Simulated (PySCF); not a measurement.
Molecule: `C[CH2][AlH2]`, C2H7Al.

Cartesian coordinates in Å; atom numbers follow the order of the lines, from 1:
```xyz
10

C    -1.2214   -0.0482    0.5450
C    -0.1953    0.2598   -0.5444
Al    1.6840   -0.1771   -0.1747
H    -2.2473    0.2238    0.2458
H    -1.0039    0.4963    1.4781
H    -1.2349   -1.1192    0.8043
H    -0.2285    1.3324   -0.8189
H    -0.4626   -0.2571   -1.4872
H     2.1225   -0.8641    1.1972
H     2.7961    0.1581   -1.2679
```

Geometry PBE0-D3(BJ)/def2-SVP throughout; GIAO in PySCF 2.14, gas phase, one conformer, non-relativistic; equivalent atoms averaged; basis pcSseg-2.

For orientation, B97-D gives these absolute shieldings σ: C1 166.2, C2 166.9, Al3 273.9, H9/H10 26.04, H4/H5/H6 30.11, H7/H8 30.87 ppm.

A run gave: C1 171.0, C2 165.4, Al3 189.0, H9/H10 24.73, H4/H5/H6 29.50, H7/H8 30.07 ppm (absolute shieldings σ).

**Question.** Which functional was used in that run?
A. CAM-B3LYP
B. KT3
C. OPBE
D. LDA
E. WP04

**Answer.** D. Al3 tells them apart best: LDA gives 189.0, KT3 gives 289.9, OPBE gives 291.6, WP04 gives 297.5, CAM-B3LYP gives 247.8 ppm.
